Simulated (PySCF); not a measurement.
Molecule: `FC(F)Cl`, CHClF$_{2}$.

Atoms are numbered as in `[F:1][CH:2]([F:3])[Cl:4]`; H(Xn) means a hydrogen on atom n.

Geometry PBE0-D3(BJ)/def2-SVP throughout; GIAO in PySCF, gas phase, one conformer, non-relativistic; equivalent atoms averaged; functional PBE0.

Task: How do the shifts δ (against CFCl3, TMS, HCl at the same level) depend on the basis set? (ppm; last column core-seconds on shared hosts with different chips, so compare them loosely)

Result: 
```tsv
basis set	functions	F1/F3	C2	Cl4	H(C2)	core-s
STO-3G	25	-71.0	96.7	75.6	4.73	0.9
6-31G	42	-82.9	123.8	277.7	7.05	1.8
pcSseg-0	42	-83.2	139.7	262.3	7.51	1.7
6-31G*	62	-75.4	119.3	258.9	6.89	2.4
def2-SVP	65	-68.0	121.4	259.3	6.54	2.2
cc-pVDZ	65	-73.5	121.8	264.7	6.63	2.5
pcSseg-1	80	-78.9	124.8	303.2	6.89	3.2
aug-cc-pVDZ	105	-75.6	120.4	303.8	7.29	3.8
6-311+G(2d,p)	122	-81.6	123.1	313.7	7.15	4.3
def2-TZVP	136	-78.3	125.8	314.0	7.06	5
cc-pVTZ	138	-77.1	125.2	288.6	7.02	5.4
IGLO-III	159	-80.1	127.1	323.7	7.23	5.9
pcSseg-2	165	-79.7	128.6	311.7	7.10	6.3
pcSseg-3	325	-80.6	128.6	315.8	7.26	23
```

Task: Which nucleus moves most, in ppm?

Result: Cl4 (chlorine bonded to C): from 75.6 ppm with STO-3G to 323.7 ppm with IGLO-III. The smallest spread is 2.78 ppm, at H(C2). Proton shifts span only some 12 ppm, so a few tenths of a ppm matter as much there as several ppm in carbon.

Task: Taking the largest basis, pcSseg-3 (325 functions), as the yardstick, rank the others by their worst heavy-atom deviation.

Result: def2-TZVP 2.8 ppm (136 functions), pcSseg-2 4.1 ppm (165 functions), 6-311+G(2d,p) 5.5 ppm (122 functions), IGLO-III 7.9 ppm (159 functions), aug-cc-pVDZ 12.0 ppm (105 functions), pcSseg-1 12.5 ppm (80 functions), cc-pVTZ 27.2 ppm (138 functions), 6-31G 38.1 ppm (42 functions), cc-pVDZ 51.1 ppm (65 functions), pcSseg-0 53.5 ppm (42 functions), def2-SVP 56.5 ppm (65 functions), 6-31G* 56.8 ppm (62 functions), STO-3G 240.1 ppm (25 functions).

A small basis that lands close on one nucleus may do so by chance; judge by the trend and by all nuclei.
